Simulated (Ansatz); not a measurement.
Mulliken charges of C2H3NO (`C=CN=O`) from ωB97M-V/def2-TZVPP in Ansatz (PBE0-D4/def2-TZVP geometry).

| atom | x (Å) | y (Å) | z (Å) | charge (e) |
| --- | --- | --- | --- | --- |
| C1 | 0.082 | 0.997 | -0.387 | -0.160 |
| C2 | -0.095 | -0.104 | 0.335 | -0.038 |
| N3 | 0.137 | -1.344 | -0.317 | 0.088 |
| O4 | -0.040 | -2.305 | 0.387 | -0.238 |
| H5 | -0.072 | 1.986 | 0.026 | 0.124 |
| H6 | 0.390 | 0.909 | -1.423 | 0.119 |
| H7 | -0.402 | -0.139 | 1.378 | 0.104 |

Task: By hand: the dipole of these point charges (1 e Å = 4.8032 D).

Result: Σ q r = (0.008, 0.615, -0.094) e Å, of length 0.622 e Å = 2.99 D.

Task: How does the dipole of the full density compare? (Estimate.)

Result: Ansatz gave: (-0.036, 0.642, 0.053) e Å, 3.10 D; the point charges give 0.96 times that, at 14° from its direction.

Point charges leave out the atoms' own dipoles, such as those of lone pairs, and Mulliken's split depends on the basis, so the close match here is no proof of good charges.
